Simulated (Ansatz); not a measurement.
Reading a saddle point

A first-order saddle point of AlSiH5O, closed shell, PBE0-D4/def2-TZVP, with one imaginary mode of 434i cm⁻¹:

Al1  (-0.828, -0.010, 0.979)
Si2  (1.269, 0.274, -0.181)
H3  (-0.308, -0.256, -0.794)
O4  (-2.472, -0.420, 0.928)
H5  (2.331, 0.722, 0.789)
H6  (1.787, -1.018, -0.711)
H7  (1.153, 1.402, -1.145)
H8  (-2.933, -0.693, 0.136)
(Å)

Program: Ansatz 0.2.0. Basis: def2-TZVPP and def2-QZVPP. Cores are frozen in the correlated methods. Extrapolation: Hartree–Fock as exp(−7.88 √X), correlation as X^−2.97.

Task: Which contacts change along the imaginary mode, and what lies on either side? (Judge from chemistry; the calculation decides.)

Result: The calculation gives: The step is AlSiH₅O ([OH][AlH][SiH3]) → AlHO ([OH][Al]) + SiH₄, with the molecules in contact on both sides. Shortening one way: Si2–H3; lengthening the same way: Al1–Si2, Al1–H3.
```csv
pair,one side (Å),saddle (Å),other side (Å)
Si2–H3,3.60,1.77,1.49
Al1–Si2,2.45,2.41,3.79
Al1–H3,1.59,1.86,3.26
```

Task: Which side is lower, and how far does the saddle lie above each? (Judge from chemistry; the value comes from the calculation.)

Result: By the calculation: The side with Al1–Si2, Al1–H3 short is lower by 14.10 kcal/mol; the saddle lies 50.69 kcal/mol above it and 36.59 kcal/mol above the other (CCSD(T) at an estimated basis limit (MP2 extrapolated from triple and quadruple zeta, plus CCSD(T) − MP2 in triple zeta); electronic energies).

No T1 diagnostic of these runs exceeds 0.016. The restricted Hartree–Fock reference is unstable towards an unrestricted one at one or more of these structures.

Losses and insertions of silylenes and their heavier kin drive the gas-phase chemistry of silicon and germanium vapour deposition.

Labels in which every atom is bracketed show which atoms are joined, not bond orders.

For scale, one of the runs: CCSD(T)/def2-TZVPP, 185 basis functions, launched by `ansatz run in.yaml --threads 2 --pin off --events-out ev --progress --plain --max-ram 4352MiB`. Hardware: 2 CPU threads of an Arm Neoverse V2, shared host. Wall time 28 s; peak host memory 1.7 GiB.
